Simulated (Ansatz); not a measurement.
System: wurtzite ZnO. Method: LC-ωPBE in Ansatz (PAW).

Total energies, extrapolated to zero smearing (they compare only within this program, potentials and cutoff; free atoms with spin allowed, lowest state found):

```json
[
 {"system": "wurtzite ZnO, relaxed", "energy (eV/atom)": "-1944.4696"},
 {"system": "free Zn atom", "energy (eV/atom)": "-3318.4471"},
 {"system": "free O atom", "energy (eV/atom)": "-562.9288"}
]
```

### Question
Work out the cohesive energy per atom.

### Answer
E_coh = [1 × (-3318.4471) + 1 × (-562.9288)]/2 − (-1944.4696) = 3.78 eV/atom. The reference value is 3.8 ± 0.03 eV/atom (worked out here from tabulated enthalpies at 298 K, copied from a table, unchecked, brought to a static lattice with a Debye model, atoms in their spin–orbit ground levels; inputs from the CRC Handbook), a difference of -0.02 eV/atom.

The PAW data were made under PBE.

Ansatz is a program for electronic structure.
